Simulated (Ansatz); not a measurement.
Seven cases of atomisation energy with Al to Br (electronic energies, kcal/mol); geometries: B3LYP-D3(BJ)/def2-TZVP. The cases were drawn at random from those of this class that have a high level and all functionals, leaving out states under which another spin lies or may lie. Left out are anions, K, Ca, elements past Kr, ionisation of Li, Na and Mg, pi-pi* triplets of linear molecules and other triplets made from a closed-shell parent. Runs that doubt their state, and full CI more than 15 mEh from coupled cluster, are set aside; a case stays where another high level and all functionals remain. AFQMC serves as high level only in triple zeta or larger, with a steady walk, a bar under 0.8 kcal/mol and agreement with other high levels or trials where they ran; where none ran, an unstable determinant or (outside 3d species) a high T1 diagnostic also bars it, so strongly correlated cases are thinned. No case was kept or dropped by the size of a functional's miss. High levels with a bar over 0.5 kcal/mol are left out too, and the seventh case lies inside the range of the six. Affinities count positive where energy is released, gaps as the second state minus the first. B3LYP is by Ansatz (a quantum-chemistry and plane-wave program) in def2-TZVPD. High levels (Ansatz): P = CCSD(T)/CBS(cc-pV(Q+d)Z,cc-pV(5+d)Z) + [CCSDT(Q) - CCSD(T)]/cc-pV(D+d)Z + core + X2C; Q = CCSD(T)/CBS(cc-pV(Q+d)Z,cc-pV(5+d)Z) + [CCSDT(Q) - CCSD(T)]/cc-pV(T+d)Z + [CCSDTQ - CCSDT(Q)]/cc-pV(D+d)Z + core + X2C; R = CCSD(T)/CBS(cc-pV(Q+d)Z,cc-pV(5+d)Z) + [CCSDT(Q) - CCSD(T)]/cc-pV(T+d)Z + core + X2C; S = CCSD(T)/CBS(cc-pV(T+d)Z,cc-pV(Q+d)Z) + [CCSDT(Q) - CCSD(T)]/cc-pV(D+d)Z + core + X2C; T = CCSD(T)/CBS(def2-TZVPP,def2-QZVPP) + [CCSDT(Q) - CCSD(T)]/def2-TZVPP + [CCSDTQ - CCSDT(Q)]/def2-SVP. Radicals and triplets start from unrestricted determinants; spin-orbit coupling is neglected. Correlated methods leave the cores frozen. Rows without X2C or -DK are non-relativistic. CBS(X,Y): correlation extrapolated as X^-3, Hartree-Fock from the larger set (Q,5: extrapolated as (X+1)exp(-9√X)). A bracket is a step between two methods taken in the basis named. Functionals run without relativity, which enters their misses. 'core' is core correlation in cc-pwCVTZ (1s frozen past Ne), 'X2C' scalar relativity in cc-pVTZ-DK, both at CCSD(T). For partners of very few electrons the exact lower level stands in for a higher one. The UHF reference of FOS (O=[S]F, doublet) is spin-contaminated (<S^2> up to 0.04 over the pure value in the sets run).

```csv
case,B3LYP,level,high level
AlH2Cl (SMILES [AlH2][Cl]),242.2,Q,247.8
"SOF (SMILES [S](F)=O, doublet)",210.4,R,213.6
"SiHF2 (SMILES F[SiH]F, doublet)",338.3,P,345.2
C2H6OS (SMILES CS(C)=O),846.7,S,857.5
CCl4 (SMILES ClC(Cl)(Cl)Cl),296.4,S,315.5
MgCl2 (SMILES [Cl][Mg][Cl]),178.8,T,191.5
C2H4Cl2 (SMILES ClCCCl),660.0,S,withheld
```

Task: Fit a straight line from B3LYP to the high level over the first six rows by least squares, predict the seventh, and compare with the calculation.

Result: Means: B3LYP 352.13, high level 361.85. Sxx = 310112, Sxy = 311023, slope 1.0029, intercept +8.70 kcal/mol; residual standard deviation 6.4 kcal/mol. Seventh row: 1.0029·(660.0) +8.70 = 670.6 kcal/mol. The calculation gave 671.8 kcal/mol: the line differs from it by -1.2, B3LYP itself by -11.8.
